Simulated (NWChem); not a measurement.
Atomisation of Li₂

```xyz
2

Li     0.0000     0.0000     1.3762
Li     0.0000     0.0000    -1.3762
```
Charge 0, spin multiplicity 1.

All runs are NWChem calculations. Structure: optimised with B3LYP/def2-SVP, a minimum by its harmonic frequencies.

Basis set: def2-TZVP. The atomisation energy is electronic alone: no zero-point, thermal, spin-orbit or counterpoise terms. No value is extrapolated to the basis-set limit. Free atoms are single determinants with multiplicities Li 2.

```csv
method,atomisation energy (kcal/mol)
HF,3.5
MP2,12.9
LDA (SVWN5),23.2
B3LYP,20.2
PBE,19.6
PBE0,18.9
BP86,20.1
M06-2X,23.8
CAM-B3LYP,20.4
CCSD(T),19.4
```

The values span 20.3 kcal/mol, from HF (lowest) to M06-2X (highest). 

The correlated methods freeze no orbitals. B3LYP has NWChem's definition, with VWN1-RPA local correlation. The structure started from a generated list of species. The stability of the SCF solutions was not checked. Open-shell Hartree-Fock references start from PBE0 orbitals. No row is a measurement; the coupled-cluster row has its own basis-set and correlation limits.
